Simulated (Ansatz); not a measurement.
## Cost against result

The pair of H$_{3}$O⁺ (SMILES [OH3+], atoms 1–4) and SiH$_{3}$F (SMILES [SiH3]F, atoms 5–9), both closed shells, in one local arrangement (a lower one may exist), relaxed at PBE0-D4/def2-TZVP:

| atom | x (Å) | y (Å) | z (Å) |
| --- | --- | --- | --- |
| O1 | 1.2461 | -0.3581 | -1.7138 |
| H2 | 2.1991 | -0.2004 | -1.6126 |
| H3 | 0.7092 | -0.3038 | -0.8112 |
| H4 | 1.0791 | -1.1697 | -2.2207 |
| Si5 | -1.1352 | 0.4593 | 1.3492 |
| F6 | 0.0320 | -0.2478 | 0.3496 |
| H7 | -0.5088 | 1.7181 | 1.7866 |
| H8 | -1.3258 | -0.5387 | 2.4129 |
| H9 | -2.2956 | 0.6410 | 0.4600 |

Interaction energies are counterpoise-corrected; the time is that of the whole pair.

Computed with Ansatz 0.2.0 (basis: as named in each row); correlated methods freeze the cores. B3LYP uses VWN-RPA correlation. Extrapolation: Hartree–Fock as exp(−7.88 √X), correlation as X^−2.97.

Times are rough, for one single point on 4 threads of a shared host (Arm Neoverse V2).

The estimate by CCSD(T) at an estimated basis limit (MP2 extrapolated from triple and quadruple zeta, plus CCSD(T) − MP2 in triple zeta) is -29.61 kcal/mol.

```tsv
method	basis	time (s)	interaction energy (kcal/mol)	method less estimate
HF	STO-3G	under 1	-42.30	-12.69
PBE-D4	STO-3G	under 1	-48.53	-18.92
SPW92	def2-SVP	under 1	-35.81	-6.20
PBE-D4	def2-SVP	under 1	-30.95	-1.34
B3LYP-D4	6-31G	under 1	-38.90	-9.29
PBE0-D4	def2-SVP	under 1	-31.86	-2.25
CCSD(T)	def2-SVP	under 1	-28.41	1.20
PBE-D4	def2-TZVPPD	1	-29.78	-0.16
revPBE-D4	def2-TZVPPD	1	-27.86	1.76
BLYP-D4	def2-TZVPPD	1	-28.94	0.67
PBE0-D4	def2-TZVPPD	2	-30.62	-1.00
B3LYP-D4	def2-TZVPPD	2	-30.16	-0.55
HSE06-D4	def2-TZVPPD	2	-30.58	-0.97
wB97M-V	def2-SVP	2	-30.93	-1.32
r2SCAN-D4	def2-TZVPPD	2	-30.03	-0.41
B2PLYP	def2-TZVPPD	3	-29.40	0.21
wB97X-V	def2-TZVPPD	4	-29.58	0.04
B97M-V	def2-TZVPPD	4	-28.58	1.03
wB97M-V	def2-TZVPPD	4	-29.37	0.24
MP2	def2-QZVPPD	10	-29.20	0.42
CCSD(T)	def2-TZVPPD	45	-28.76	0.85
```

T1 diagnostic: at most 0.013.
